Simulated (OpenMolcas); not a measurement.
# UM06-2X/STO-3G run of doublet [H2S2]+

We compute a single-point energy of doublet [H2S2]+. 

Program for the calculation: OpenMolcas 26.06.

3 further runs of the same task are left out: 1 for a known fault of the program, 2 set aside as unsound or not needed.

**1. The molecule**

[H2S2]+ has 4 atoms, charge +1, and is taken as a doublet. SMILES of the parent species: `SS`. The coordinates come from a GFN2-xTB relaxation. That shape belongs to the parent species and isn't relaxed for this state.

Bond lengths: S1–S2 2.046 Å, S1–H3 1.341 Å, S2–H4 1.341 Å. Angles: S1–S2–H4 98.2°, S2–S1–H3 98.1°.

**2. A single-point energy at UM06-2X/STO-3G**

calc.input reads:

```
&gateway
 baslib = $CurrDir
 coord
 4
 angstrom
 S        0.766910      -0.797130       0.143430
 S        0.033670       1.111880       0.078440
 H       -0.206390      -1.349250       0.881770
 H       -0.594200       1.034510      -1.103650
 basis = STO-3G
 group = NoSym

&seward
 gridinput
 Grid=UltraFine
 End of Grid

&scf
 uhf
 charge = 1
 spin = 2
 ksdft = M062X
 thresholds = 1e-10 1e-07 1e-07 1e-05
 prorbitals = 1 1
```

The basis set STO-3G is read from a file made from the Basis Set Exchange's data (not shown).

The run is started by

```sh
$ export MOLCAS_MEM=1860
$ pymolcas calc.input > calc.log
```

What it wrote:

```text
--- Start Module: gateway ---
[...]
--- Stop Module: gateway /rc=_RC_ALL_IS_WELL_ ---
--- Start Module: seward ---
[...]
      Basis functions           20
--- Stop Module: seward /rc=_RC_ALL_IS_WELL_ ---
--- Start Module: scf ---
[...]
       Convergence after  22 Iterations
[...]
::    Total KS-DFT energy                            -788.4841793145
[...]
      Total spin, S                                     0.5002370072
[...]
      Total electronic charge=   33.000000
      Total            charge=    1.000000
[...]
      Dipole Moment (debye):
      Origin of the operator (angstrom)=    0.3758    0.1478    0.1042
                   X= -1.3764E+00               Y= -5.4001E-01               Z= -3.8184E-01           Total=  1.5271E+00
      Center of Charge (angstrom)
[...]
--- Stop Module: scf /rc=_RC_ALL_IS_WELL_ ---
[...]
```

It took 10 s on 1 thread of Arm Neoverse V1, shared host; peak memory 0.37 GiB.

**3. Outcome**

At UM06-2X/STO-3G:

| quantity | value |
| --- | --- |
| total energy | -788.48418 Eh |
| HOMO energy (highest over α and β) | -13.38 eV |
| LUMO energy (lowest over α and β) | -9.50 eV |
| ⟨S²⟩ | 0.750 |

**Reading.** This program's gradients are faulty for this kind of reference, so any forces in the log can't be trusted; the energy can. Mulliken charges run from +0.12 on H3 to +0.38 on S2; they depend strongly on the basis.
